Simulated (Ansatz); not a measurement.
We consider solid CO2 (dry ice), described by B3LYP (VWN-RPA form)-D3(BJ) in Ansatz (PAW).

The input as run:

Ansatz 0.2 input:
```yaml
crystal:
  lattice:
    - [5.5031931122, 0.0, 0.0]
    - [0.0, 5.5031931122, 0.0]
    - [0.0, 0.0, 5.5031931122]
  atoms:
    - { symbol: C, position: [0.0, 0.5, 0.5] }
    - { symbol: C, position: [0.5, 0.0, 0.5] }
    - { symbol: C, position: [0.0, 0.0, 0.0] }
    - { symbol: C, position: [0.5, 0.5, 0.0] }
    - { symbol: O, position: [0.8783215676, 0.6216784324, 0.3783215676] }
    - { symbol: O, position: [0.3783215676, 0.8783215676, 0.6216784324] }
    - { symbol: O, position: [0.8783215676, 0.8783215676, 0.8783215676] }
    - { symbol: O, position: [0.1216784324, 0.1216784324, 0.1216784324] }
    - { symbol: O, position: [0.6216784324, 0.3783215676, 0.8783215676] }
    - { symbol: O, position: [0.6216784324, 0.1216784324, 0.3783215676] }
    - { symbol: O, position: [0.3783215676, 0.6216784324, 0.1216784324] }
    - { symbol: O, position: [0.1216784324, 0.3783215676, 0.6216784324] }
kpoints:
  mp_grid: { grid: [4, 4, 4] }
hamiltonian:
  xc: b3lyp
  pseudopotentials: { kind: paw }
  dispersion: d3bj
scf:
  occupations: { method: gaussian, width: 0.02 }
output:
  forces: true
  stress: true
  eigenvalues: true
basis:
  ecutwfc: 500
  ecutrho_ratio: 4
  xc_grid: 2
magnetization:
  spin_polarized: false
```

The run printed, among other lines:

```
WARN output.stress: scf.convergence.dr2_threshold = 1e-7 eV (the SCF's general default) is looser than the 1.2e-9 eV advised for a printed stress (1e-10 eV for …
WARN output.stress: scf.exx.energy_threshold = 1e-6 eV is looser than the 1.2e-7 eV advised for a stress under a hybrid functional (1e-8 eV for each atom of …
Crystal: 12 atoms, lattice volume = 166.665 Å³
Basis set: ecut = 500 eV, 4169 PW (Γ), exchange–correlation on 90×90×90 points (8 copies of the dense FFT grid, shifted against one another)
Bands: 44, of which v1, the nominal top of the filled ones, is band 32 counted from 1 (31 counted from 0)
Symmetry: 24 space group operations
Space group: Pa-3 (ITA 205), of the structure as read, at distance tolerance 5.5e-5 Å
k-points: 11 of 64
Functional: x = 0.1 slater + 0.9 b88, c = 0.19 vwn_rpa + 0.81 lyp, warm-up for x = 0.08 slater + 0.72 b88 + 0.2 exact, c = 0.19 vwn_rpa + 0.81 lyp
SCF iter   1: F=—  HF=-5560.944155 eV  |F-HF|=—  |Δ(HF+E_count)|=         —  Δρ=8.84e-3  dr2=3.71e-2
SCF iter   2: F=—  HF=-5560.935971 eV  |F-HF|=—  |Δ(HF+E_count)|=   8.18e-3  Δρ=3.72e-3  dr2=9.03e-3
  ...
Crystal: 12 atoms, lattice volume = 166.665 Å³
Initial density: handed on by an earlier stage of this run
Functional: x = 0.08 slater + 0.72 b88 + 0.2 exact, c = 0.19 vwn_rpa + 0.81 lyp
Crystal: 12 atoms, lattice volume = 166.665 Å³
SCF iter   4: F=—  HF=-5561.607020 eV  |F-HF|=—  |Δ(HF+E_count)|=   2.18e-7  Δρ=3.88e-6  dr2=1.18e-8
SCF iter   5: F=-5561.607020 eV  HF=-5561.607020 eV  |F-HF|=3.55e-9  |Δ(HF+E_count)|=   2.86e-8  Δρ=2.13e-6  dr2=4.82e-9
SCF 3 converged in 5 iterations: F = -5561.607020 eV  dr2 = 4.82e-9
Free energy (F): -5561.607021 eV
Internal energy: -5561.607021 eV  (E = F + TS)
E sigma→0 (E₀):  -5561.607021 eV
Fermi energy:    1.447270 eV
--- Forces (eV/Å), atoms counted from 1 ---
  atom   1  C      0.00000000    -0.00000000     0.00000000
  atom   2  C      0.00000000    -0.00000000     0.00000000
  atom   3  C      0.00000000    -0.00000000    -0.00000000
  atom   4  C      0.00000000    -0.00000000     0.00000000
  atom   5  O      0.28201743    -0.28201743     0.28201743
  atom   6  O      0.28201743     0.28201743    -0.28201743
  atom   7  O      0.28201743     0.28201743     0.28201743
  atom   8  O     -0.28201743    -0.28201743    -0.28201743
  atom   9  O     -0.28201743     0.28201743     0.28201743
  atom  10  O     -0.28201743    -0.28201743     0.28201743
  atom  11  O      0.28201743    -0.28201743    -0.28201743
  atom  12  O     -0.28201743     0.28201743    -0.28201743
--- Stress (GPa, compression-positive) ---
       -1.231179       0.000000       0.000000
        0.000000      -1.231179       0.000000
        0.000000       0.000000      -1.231179
  P = ⅓ Tr σ = -1.2312 GPa (-12.312 kbar)
```

The PAW data were made under PBE.

Note: the PAW data were made under another functional than the one run. Note: cell and atoms aren't relaxed at this level (largest force component 0.28 eV/Å, pressure -1.2 GPa).

Ansatz is a quantum-chemistry and plane-wave program.
